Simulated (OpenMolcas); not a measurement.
# singlet OH+: a chain of runs

Wanted: a single-point energy (UHF/3-21G), then the energy (CASSCF(2,2)/3-21G), then the energy (CASPT2(2,2)/3-21G), then the energy (SC-NEVPT2(2,2)/3-21G), then a single-point energy (MRCI(2,2)/3-21G) of singlet OH+. 

The calculation is run with OpenMolcas 26.06.

### 1 The system as given

OH+: 2 atoms, total charge +1, spin state singlet. As SMILES of the parent species, `[OH]`. Geometry: relaxed at PBE0-D4/def2-TZVP. That shape belongs to the parent species and isn't relaxed for this state.

Bond lengths: O1–H2 0.973 Å.

### 2 A single-point energy at UHF/3-21G (run 1)

Contents of step1.input:

```
* HO Hartree-Fock
>>> EXPORT MOLCAS_PRINT=2

&GATEWAY
 BasLib=$CurrDir
 Coord
 2
 angstrom
 O        0.415880      -0.133150       0.214550
 H       -0.415880       0.133150      -0.214550
 Basis=3-21G
 Group=NoSym

&SEWARD

&SCF
 UHF
 Charge=1
 Scramble=0.25
 PrOrbitals=1 1
```

The basis set 3-21G is read from a file made from the Basis Set Exchange's data (not shown).

On the command line:

```
$ export MOLCAS_MEM=1860
$ pymolcas step1.input > step1.log
```

Log, shortened:

```text
--- Start Module: gateway ---
[...]
--- Stop Module: gateway /rc=_RC_ALL_IS_WELL_ ---
--- Start Module: seward ---
[...]
      Basis functions           11
--- Stop Module: seward /rc=_RC_ALL_IS_WELL_ ---
--- Start Module: scf ---
[...]
       Convergence after  17 Iterations
[...]
::    Total SCF energy                                -74.5176187074
[...]
      Total spin, S                                     0.6180339888
[...]
      Total electronic charge=    8.000000
      Total            charge=    1.000000
[...]
      Dipole Moment (debye):
      Origin of the operator (angstrom)=    0.3666   -0.1174    0.1891
                   X= -2.2006E+00               Y=  7.0455E-01               Z= -1.1353E+00           Total=  2.5745E+00
      Center of Charge (angstrom)
[...]
--- Stop Module: scf /rc=_RC_ALL_IS_WELL_ ---
[...]
```

Wall time 1.8 s (1 thread of Arm Neoverse V1, shared host); peak memory 0.37 GiB.

### 3 A single-point energy at CASSCF(2,2)/3-21G (run 2)

Contents of step2.inp:

```
* HO CASSCF
&GATEWAY
BasLib=$CurrDir
Coord
2
angstrom
O        0.415880      -0.133150       0.214550
H       -0.415880       0.133150      -0.214550
Basis=3-21G
Group=NoSym
&SEWARD
&RASSCF
FileOrb=$CurrDir/step1.UnaOrb
Spin=1
Nactel=2 0 0
Inactive=3
Ras2=2
OrbListing=Nothing
```

The basis set 3-21G is read from a file made from the Basis Set Exchange's data (not shown).

On the command line:

```
$ export MOLCAS_MEM=1860
$ pymolcas step2.inp > step2.log
```

Log, shortened:

```text
--- Start Module: gateway ---
[...]
--- Stop Module: gateway /rc=_RC_ALL_IS_WELL_ ---
--- Start Module: seward ---
[...]
      Basis functions           11
--- Stop Module: seward /rc=_RC_ALL_IS_WELL_ ---
--- Start Module: rasscf ---
[...]
      Number of active orbitals                  2
[...]
      Spin quantum number                      0.0
[...]
      Active orbitals                            2
[...]
      Number of CSFs                             3
[...]
      Number of root(s) required                 1
[...]
      Convergence after  7 iterations
[...]
      printout of CI-coefficients larger than  0.05 for root  1
      energy=     -74.473922
      conf/sym  11     Coeff  Weight
             2  ud   1.00000 1.00000
      Natural orbitals and occupation numbers for root  1
      sym 1:   1.000000   1.000000
      ************************************************************************************************************************
      *                                                    Final results                                                     *
[...]
::    RASSCF root number  1 Total energy:    -74.47392248
[...]
      Total electronic charge=    8.000000
      Total            charge=    1.000000
[...]
      Dipole Moment (debye):
      Origin of the operator (angstrom)=    0.3666   -0.1174    0.1891
                   X= -2.2094E+00               Y=  7.0738E-01               Z= -1.1398E+00           Total=  2.5848E+00
      Center of Charge (angstrom)
[...]
--- Stop Module: rasscf /rc=_RC_ALL_IS_WELL_ ---
[...]
```

It took 1.6 s on 1 thread of Arm Neoverse V1, shared host; peak memory 0.37 GiB.

### 4 A single-point energy at CASPT2(2,2)/3-21G (run 3)

Contents of step3.input:

```
* HO CASPT2
>>> EXPORT MOLCAS_PRINT=2
&GATEWAY
BasLib=$CurrDir
Coord
2
angstrom
O        0.415880      -0.133150       0.214550
H       -0.415880       0.133150      -0.214550
Basis=3-21G
Group=NoSym
&SEWARD
&RASSCF
FileOrb=$CurrDir/step2.RasOrb
Spin=1
Nactel=2 0 0
Inactive=3
Ras2=2
OrbListing=Nothing
&CASPT2
Imaginary=0.1
Frozen=1
```

The basis set 3-21G is read from a file made from the Basis Set Exchange's data (not shown).

On the command line:

```
$ export MOLCAS_MEM=1860
$ pymolcas step3.input > step3.log
```

Log, shortened:

```text
--- Start Module: gateway ---
[...]
--- Stop Module: gateway /rc=_RC_ALL_IS_WELL_ ---
[...]
      Basis functions           11
[...]
--- Start Module: rasscf ---
[...]
      Number of active orbitals                  2
[...]
      Spin quantum number                      0.0
[...]
      Active orbitals                            2
[...]
      Number of CSFs                             3
[...]
      Number of root(s) required                 1
[...]
      Convergence after  4 iterations
[...]
      printout of CI-coefficients larger than  0.05 for root  1
      energy=     -74.473922
      conf/sym  11     Coeff  Weight
             2  ud   1.00000 1.00000
      Natural orbitals and occupation numbers for root  1
      sym 1:   1.000000   1.000000
      ************************************************************************************************************************
      *                                                    Final results                                                     *
[...]
::    RASSCF root number  1 Total energy:    -74.47392248
[...]
      Total electronic charge=    8.000000
      Total            charge=    1.000000
[...]
      Dipole Moment (debye):
      Origin of the operator (angstrom)=    0.3666   -0.1174    0.1891
                   X= -2.2094E+00               Y=  7.0738E-01               Z= -1.1398E+00           Total=  2.5848E+00
      Center of Charge (angstrom)
[...]
--- Stop Module: rasscf /rc=_RC_ALL_IS_WELL_ ---
--- Start Module: caspt2 ---
[...]
 ###    WARNING: User changed nr of frozen orbitals.                         ###
 ###############################################################################
[...]
      E2 (Variational):          -0.0619938357
      Total energy:             -74.5359163107
[...]
      Reference weight:           0.98606
[...]
::    CASPT2 Root  1     Total energy:    -74.53591631
[...]
--- Stop Module: caspt2 /rc=_RC_ALL_IS_WELL_ ---
[...]
```

It took 1.6 s on 1 thread of Arm Neoverse V1, shared host; peak memory 0.37 GiB.

### 5 A single-point energy at SC-NEVPT2(2,2)/3-21G (run 4)

Contents of step4.inp:

```
&gateway
 baslib = $CurrDir
 coord
 2
 angstrom
 O        0.415880      -0.133150       0.214550
 H       -0.415880       0.133150      -0.214550
 basis = 3-21G
 group = NoSym

&seward

&rasscf
 fileorb = $CurrDir/step2.RasOrb
 spin = 1
 nactel = 2 0 0
 inactive = 3
 ras2 = 2
 orblisting = Nothing

&caspt2
 sc-nevpt2
 frozen = 1
```

The basis set 3-21G is read from a file made from the Basis Set Exchange's data (not shown).

On the command line:

```
$ export MOLCAS_MEM=1860
$ pymolcas step4.inp > step4.log
```

Log, shortened:

```text
--- Start Module: gateway ---
[...]
--- Stop Module: gateway /rc=_RC_ALL_IS_WELL_ ---
[...]
      Basis functions           11
[...]
--- Start Module: rasscf ---
[...]
      Number of active orbitals                  2
[...]
      Spin quantum number                      0.0
[...]
      Active orbitals                            2
[...]
      Number of CSFs                             3
[...]
      Number of root(s) required                 1
[...]
      Convergence after  4 iterations
[...]
      printout of CI-coefficients larger than  0.05 for root  1
      energy=     -74.473922
      conf/sym  11     Coeff  Weight
             2  ud   1.00000 1.00000
      Natural orbitals and occupation numbers for root  1
      sym 1:   1.000000   1.000000
      ************************************************************************************************************************
      *                                                    Final results                                                     *
[...]
::    RASSCF root number  1 Total energy:    -74.47392248
[...]
      Total electronic charge=    8.000000
      Total            charge=    1.000000
[...]
      Dipole Moment (debye):
      Origin of the operator (angstrom)=    0.3666   -0.1174    0.1891
                   X= -2.2094E+00               Y=  7.0738E-01               Z= -1.1398E+00           Total=  2.5848E+00
      Center of Charge (angstrom)
[...]
--- Stop Module: rasscf /rc=_RC_ALL_IS_WELL_ ---
--- Start Module: caspt2 ---
[...]
 ###    WARNING: User changed nr of frozen orbitals.                         ###
 ###############################################################################
[...]
      E2 (Variational):          -0.0590768675
[...]
      E2 (Variational):          -0.0590768675
      Total energy:             -74.5329993426
[...]
      Reference weight:           0.98731
[...]
::    SC-NEVPT2 Root  1     Total energy:    -74.53299934
[...]
--- Stop Module: caspt2 /rc=_RC_ALL_IS_WELL_ ---
[...]
```

Run time: 1.6 s. Hardware: 1 thread of Arm Neoverse V1, shared host; peak memory 0.37 GiB.

### 6 The energy at MRCI(2,2)/3-21G (run 5)

Contents of step5.inp:

```
* HO MRCI
>>> EXPORT MOLCAS_PRINT=2
&GATEWAY
BASLIB=$CurrDir
COORD
2
angstrom
O        0.415880      -0.133150       0.214550
H       -0.415880       0.133150      -0.214550
BASIS=3-21G
GROUP=NoSym
&SEWARD
&RASSCF
FILEORB=$CurrDir/step2.RasOrb
SPIN=1
NACTEL=2 0 0
INACTIVE=3
RAS2=2
ORBLISTING=Nothing
&MOTRA
LUMORB
FROZEN=1
&GUGA
ELECTRONS=6
SPIN=1
INACTIVE=2
ACTIVE=2
CIALL=1
&MRCI
SDCI
```

The basis set 3-21G is read from a file made from the Basis Set Exchange's data (not shown).

On the command line:

```
$ export MOLCAS_MEM=1860
$ pymolcas step5.inp > step5.log
```

Log, shortened:

```text
--- Start Module: gateway ---
[...]
--- Stop Module: gateway /rc=_RC_ALL_IS_WELL_ ---
[...]
      Basis functions           11
[...]
      Number of active orbitals                  2
[...]
      Spin quantum number                      0.0
[...]
      Active orbitals                            2
[...]
      Number of CSFs                             3
[...]
      Number of root(s) required                 1
[...]
      Convergence after  4 iterations
[...]
      printout of CI-coefficients larger than  0.05 for root  1
      energy=     -74.473922
      conf/sym  11     Coeff  Weight
             2  ud   1.00000 1.00000
      Natural orbitals and occupation numbers for root  1
      sym 1:   1.000000   1.000000
      ************************************************************************************************************************
      *                                                    Final results                                                     *
[...]
::    RASSCF root number  1 Total energy:    -74.47392248
[...]
      Dipole Moment (debye):
      Origin of the operator (angstrom)=    0.3666   -0.1174    0.1891
                   X= -2.2094E+00               Y=  7.0738E-01               Z= -1.1398E+00           Total=  2.5848E+00
      Center of Charge (angstrom)
[...]
      *** WARNING: Default frozen orbitals is overwritten by user input.
      *** Default values:   1
[...]
--- Start Module: guga ---
[...]
--- Stop Module: guga /rc=_RC_ALL_IS_WELL_ ---
--- Start Module: mrci ---
[...]
       (But an ACPF correction will be computed)
       USE THE DEFAULT ACPF G-VALUE GFAC=  0.33333333333333331
[...]
                      CI ENERGY:   -74.54171637
[...]
                ACPF CORRECTION:    -0.00081339
[...]
      Total electronic charge=    8.000000
      Total            charge=    1.000000
[...]
     ACPF CORRECTION:     -0.00081339
[...]
  CI State   1     Total energy:    -74.54171637     QDav:     -0.00122745     QACPF:     -0.00081339
[...]
--- Stop Module: mrci /rc=_RC_ALL_IS_WELL_ ---
[...]
```

Run time: 1.7 s. Hardware: 1 thread of Arm Neoverse V1, shared host; peak memory 0.37 GiB.

### 7 Summary of results

```
                                 quantity         value
           run 1, UHF/3-21G: total energy  -74.51762 Eh
            run 1, UHF/3-21G: HOMO energy     -32.00 eV
            run 1, UHF/3-21G: LUMO energy     -10.42 eV
          run 1, UHF/3-21G: HOMO–LUMO gap      21.59 eV
                   run 1, UHF/3-21G: ⟨S²⟩         1.000
   run 2, CASSCF(2,2)/3-21G: total energy  -74.47392 Eh
   run 3, CASPT2(2,2)/3-21G: total energy  -74.53592 Eh
run 4, SC-NEVPT2(2,2)/3-21G: total energy  -74.53300 Eh
     run 5, MRCI(2,2)/3-21G: total energy  -74.54172 Eh
```

**Reading.** ⟨S²⟩ (run 1, UHF/3-21G) is 1.00 where a pure singlet has 0.00: the reference is spin-contaminated.
